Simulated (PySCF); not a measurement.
`C=NC1=CCC1`: 4 charge schemes on one density

Compound: C5H7N.
Geometry (GFN2-xTB, Å), atoms numbered from 1 in this order:
```
atom  x, y, z in Å
C1     2.4326   -0.2123    0.4573
N2     1.4642   -0.9450    0.1094
C3     0.1834   -0.4770    0.1212
C4    -0.9844   -1.0555   -0.1996
C5    -1.7932    0.1692    0.1143
C6    -0.4549    0.8541    0.4887
H7     2.3430    0.8265    0.7881
H8     3.4258   -0.6353    0.4285
H9    -1.2675   -2.0297   -0.5523
H10   -2.3106    0.6105   -0.7368
H11   -2.4964    0.0585    0.9389
H12   -0.1797    1.6946   -0.1460
H13   -0.3666    1.1419    1.5349
```

Density: PBE0/pcSseg-1 (PySCF); schemes: Mulliken, IAO, Hirshfeld and ESP-fitted. One conformer (not necessarily the lowest) at the GFN2-xTB geometry, without solvent, vibrations or thermal averaging.

**Question.** At which atom do the 4 schemes differ most?

**Answer.** At C3: from +0.022 (Mulliken) to +0.515 e (ESP-fitted), 0.493 e apart.

**Question.** For which atoms does the sign change between the 4 schemes (beyond +0.03 e in one, beyond −0.03 e in another)?

**Answer.** C1. Atomic charges aren't observables, and each scheme defines them in its own way.

**Question.** Give the atomic charges in each scheme.

**Answer.** In e:

| atom | environment | Mulliken | IAO | Hirshfeld | ESP-fitted |
| --- | --- | --- | --- | --- | --- |
| C1 | imine carbon | +0.006 | -0.123 | +0.004 | +0.216 |
| N2 | imine nitrogen | -0.386 | -0.241 | -0.151 | -0.624 |
| C3 | vinylic carbon bearing nitrogen | +0.022 | +0.090 | +0.032 | +0.515 |
| C4 | alkene CH carbon | -0.101 | -0.149 | -0.041 | -0.317 |
| C5 | allylic carbon | -0.176 | -0.259 | -0.072 | -0.067 |
| C6 | allylic carbon | -0.176 | -0.299 | -0.081 | -0.337 |
| H7 | hydrogen on a C=N carbon | +0.095 | +0.111 | +0.043 | +0.016 |
| H8 | hydrogen on a C=N carbon | +0.118 | +0.156 | +0.052 | +0.071 |
| H9 | vinylic hydrogen | +0.067 | +0.153 | +0.053 | +0.161 |
| H10 | methylene hydrogen | +0.133 | +0.141 | +0.042 | +0.074 |
| H11 | methylene hydrogen | +0.133 | +0.141 | +0.042 | +0.073 |
| H12 | methylene hydrogen | +0.132 | +0.140 | +0.038 | +0.109 |
| H13 | methylene hydrogen | +0.132 | +0.140 | +0.038 | +0.111 |

Mean size of the charges over all atoms: ESP-fitted 0.207 e, IAO 0.165 e, Mulliken 0.129 e, Hirshfeld 0.053 e. Each set sums to the total charge, 0, to within 0.001 e. The Mulliken scheme counts on each atom the diagonal of the density matrix times the overlap matrix over that atom's basis functions.

**Question.** Sum the charges by element, for elements with more than one atom.

**Answer.** 
```csv
element,atoms,Mulliken,IAO,Hirshfeld,ESP-fitted
C,5,-0.425,-0.740,-0.157,+0.010
H,7,+0.811,+0.982,+0.308,+0.614
```

**Question.** How closely do the schemes follow one another over all atoms?

**Answer.** Correlation coefficient and root-mean-square difference: Mulliken with Hirshfeld 0.98, 0.096 e; IAO with Hirshfeld 0.92, 0.120 e; Mulliken with IAO 0.90, 0.076 e; Hirshfeld with ESP-fitted 0.82, 0.227 e; Mulliken with ESP-fitted 0.76, 0.187 e; IAO with ESP-fitted 0.68, 0.203 e.
